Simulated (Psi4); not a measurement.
Psi4 input (wB97X-D/6-311+G**):

```
memory 1500 MB

molecule {
-1 1
N    -0.01174600    0.81294500    0.09531200
N    -0.00018200   -0.67601700   -0.08700100
H    -0.81512900    1.06903100   -0.49699100
H    -0.03991300   -1.09453700    0.84806000
H     0.93854200   -0.93299000   -0.40924300
symmetry c1
no_reorient
no_com
}

set {
  basis 6-311+G**
  reference rks
  scf_type pk
  dft_radial_points 99
  dft_spherical_points 590
  e_convergence 1e-8
  d_convergence 1e-7
  maxiter 150
}

e = energy('wb97x-d')
print_out(f'\nFINAL {e:.10f} DIPOLE {variable("CURRENT DIPOLE")[0]:.6f} {variable("CURRENT DIPOLE")[1]:.6f} {variable("CURRENT DIPOLE")[2]:.6f}\n')
```

From the output:

```
    One-Electron Energy =                -223.2040847788110227
    Two-Electron Energy =                  88.0054958282553770
    DFT Exchange-Correlation Energy =     -10.3415466170632548
    Empirical Dispersion Energy =          -0.0004399158282284
    VV10 Nonlocal Energy =                  0.0000000000000000
    Total Energy =                       -111.2130711079486787

Computation Completed

Properties will be evaluated at   0.000000,   0.000000,   0.000000 [a0]

Properties computed using the SCF density matrix

 Multipole Moments:

 ------------------------------------------------------------------------------------
     Multipole            Electronic (a.u.)      Nuclear  (a.u.)        Total (a.u.)
 ------------------------------------------------------------------------------------

 L = 1.  Multiply by 2.5417464519 to convert [e a0] to [Debye]
 Dipole X            :          0.1091226            0.0000076            0.1091301
 Dipole Y            :         -1.2776683           -0.0000000           -1.2776683
 Dipole Z            :         -0.0792427            0.0000057           -0.0792370
 Magnitude           :                                                    1.2847662

 ------------------------------------------------------------------------------------

FINAL -111.2130711079 DIPOLE 0.109130 -1.277668 -0.079237

*** Psi4 exiting successfully. Buy a developer a beer!
```

The dipole moment of an ion depends on the origin.

The geometry given is a B3LYP-D3(BJ)/def2-TZVP minimum.
